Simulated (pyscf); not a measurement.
5 gas-phase steps of one pattern: four-centre exchange on the singlet surface, Cl–H + H–Mo or Cl–H + H–W or F–H + H–Mo or F–H + H–W broken and Cl–Mo + H–H or Cl–W + H–H or F–Mo + H–H or F–W + H–H formed. Optimised with ωB97X-D3(BJ)/def2-SVP in PySCF. Electronic energies in kcal/mol, from the separated reactants; ΔE‡ at ωB97M-D3(BJ)/def2-TZVP, beside the barrier at r²SCAN/def2-TZVP on the same structures. Rows were drawn at random from the steps of this pattern with a verified saddle, stable references and no exit in the data more than 5 kcal/mol lower.

```
row                                                                                                                                                     step  ΔE‡(r²SCAN)   ΔE‡
---  -------------------------------------------------------------------------------------------------------------------------------------------------------  -----------  ----
1         F–WH(F)(F)(F)–F (SMILES [F][WH]([F])([F])([F])[F]) + HF (SMILES F) → F–W(F)(F)(F)(F)–F (SMILES [F][W]([F])([F])([F])([F])[F]) + H₂ (SMILES [H][H])          1.1     ?
2     F–WH(F)(F)(F)–F (SMILES [F][WH]([F])([F])([F])[F]) + HCl (SMILES Cl) → F–W(F)(F)(F)(F)–Cl (SMILES [F][W]([F])([F])([F])([F])[Cl]) + H₂ (SMILES [H][H])          3.8  12.7
3                       O=MoH(=O)–OH (SMILES [O]=[MoH](=[O])[OH]) + HCl (SMILES Cl) → O=Mo(=O)(OH)–Cl (SMILES [O]=[Mo](=[O])([OH])[Cl]) + H₂ (SMILES [H][H])          5.6  13.9
4    HF (SMILES F) + F–MoH(F)(F)(F)–F (SMILES [F][MoH]([F])([F])([F])[F]) -> F–Mo(F)(F)(F)(F)–F (SMILES [F][Mo]([F])([F])([F])([F])[F]) + H₂ (SMILES [H][H])          7.1  18.8
5                   O=MoH(F)(F)–F (SMILES [O]=[MoH]([F])([F])[F]) + HF (SMILES F) → O=Mo(F)(F)(F)–F (SMILES [O]=[Mo]([F])([F])([F])[F]) + H₂ (SMILES [H][H])          7.9  16.8
```

**Question.** From a straight line through the complete rows, estimate the missing barrier and say how far the line can be trusted.

**Answer.** Over the 4 complete rows the means are +6.1 (ΔE‡(r²SCAN)) and 15.6 (ΔE‡); least squares gives b = 1.32 and a = 7.5 kcal/mol, with residuals of 1.2 kcal/mol (root mean square; largest 1.9, row 4). For row 1: 7.5 + 1.32 × (+1.1) = 9.0 kcal/mol, an extrapolation. The computed barrier is 9.7 kcal/mol, 0.7 over the line. The scatter is large against the spread of the barriers, so the line says little here. Each barrier is that of the saddle found. Elements past Kr carry the def2 core potentials, without spin-orbit coupling.
